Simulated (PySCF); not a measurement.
How well do the runs reproduce experiment for C4H9Cl?

**Measured values to compare with.**

NIST CCCBDB Release 22 (SRD 101), experimental dipoles lists, for the gas: dipole moment (dielectric constant and refractivity) 2.13 D.

The runs below try to reproduce these values; the comparison stands at the end.

Compound: C4H9Cl.
SMILES with atom numbers: `[CH3:1][C:2]([CH3:3])([CH3:4])[Cl:5]` (hydrogens: H6, H7, H8 on C1; H9, H10, H11 on C3; H12, H13, H14 on C4)

Cartesian coordinates in Å at the PBE0-D3(BJ)/def2-SVP level; atoms count from 1:
```
atom  x, y, z in Å
C1    -1.279    0.696    0.044
C2     0.030   -0.020    0.326
C3     1.225    0.768   -0.184
C4     0.022   -1.442   -0.211
Cl5    0.200   -0.135    2.145
H6    -1.424    0.789   -1.045
H7    -2.130    0.138    0.461
H8    -1.278    1.704    0.482
H9     1.245    1.777    0.252
H10    2.167    0.262    0.070
H11    1.166    0.863   -1.281
H12   -0.080   -1.423   -1.308
H13   -0.819   -2.014    0.206
H14    0.956   -1.963    0.043
```

The PySCF runs (gas phase, on this PBE0-D3(BJ)/def2-SVP geometry; no spin–orbit coupling):

```json
{"level": "PBE0-D3(BJ)/def2-SVP, grid level 1", "job": "geometry optimisation from an MMFF94s start", "basis functions": "119", "wall time": "39 s"}
{"level": "PBE0/pcSseg-1", "job": "shieldings, charges and field gradients, density and orbital grids written", "basis functions": "137", "wall time": "18 s"}
```

Hardware: an Intel Xeon at 2.30 GHz with one thread, no GPU, on a shared host.

Results beside the measurements:

**Dipole moment.** Measured: 2.13 D (NIST CCCBDB Release 22 (SRD 101), experimental dipoles).

```json
{"level": "PBE0-D3(BJ)/def2-SVP", "computed (D)": "2.07", "computed − measured (D)": "-0.06", "% (from the printed values)": "-3"}
{"level": "PBE0/pcSseg-1", "computed (D)": "2.32", "computed − measured (D)": "+0.19", "% (from the printed values)": "+9"}
```

Closest is PBE0-D3(BJ)/def2-SVP (-0.06 D), furthest PBE0/pcSseg-1 (+0.19 D); one molecule doesn't rank methods. The computed dipoles belong to one fixed geometry; measured ones are averaged over vibrations unless marked μe. Magnitudes are compared, not signs.

The geometry is computed, not the measured one. Where a level misses, the cause wasn't examined.
